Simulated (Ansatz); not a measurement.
Energy needed to pull apart CH3N2 (SMILES [N]=CN), doublet, into free ground-state atoms, from the structure below (displaced at random from a GFN2-xTB minimum); no zero-point or spin–orbit terms; open-shell atoms are treated unrestricted, in their ground-state multiplicity.

```
6
angstrom
N -1.3674 -0.8384 0.5657
C -0.4012 -0.4628 -0.0650
N 0.3084 0.6611 -0.0896
H 0.1065 -1.2202 -0.8401
H 1.3404 0.5999 -0.2991
H 0.1312 1.1688 0.6864
```

Computed with Ansatz 0.2.0 (basis: def2-TZVPP); correlated methods freeze the cores; orbitals are unrestricted.

| method | atomization energy (kcal/mol) |
| --- | --- |
| PBE-D4 | 536.0 |
| revPBE-D4 | 518.8 |
| r2SCAN-D4 | 510.8 |
| PBE0-D4 | ? |
| HSE06-D4 | 516.4 |
| wB97M-V | 512.8 |
| HF | 323.2 |
| MP2 | ? |
| CCSD | 476.0 |
| CCSD(T) | 486.5 |

Question: What does MP2 give? (Judge from chemistry; the value comes from the calculation.)

Answer: Computed: 491.6 kcal/mol, which is about 5.1 kcal/mol more than CCSD(T)/def2-TZVPP.

Question: What does PBE0-D4 give? (Judge from chemistry; the value comes from the calculation.)

Answer: By the calculation: 515.8 kcal/mol, which is about 29.3 kcal/mol more than CCSD(T)/def2-TZVPP.

In triple zeta the MP2 and coupled-cluster atomization energies are still short of their basis limit by a few kcal/mol a bond, whereas those of the functionals are nearly converged, so these differences are not deviations from converged CCSD(T).

T1 diagnostic: at most 0.023. ⟨S²⟩ of the unrestricted Hartree–Fock references: 0.81 (a pure state has 0.75). The unrestricted reference is spin-contaminated, which hurts MP2 most.

For scale, one of the runs: CCSD(T)/def2-TZVPP forces, 135 basis functions (an equivalent command: `ansatz run in.yaml --threads 4`). The run took 2.9 min on 4 CPU threads (shared host), with 3.1 GiB of host memory at its peak.
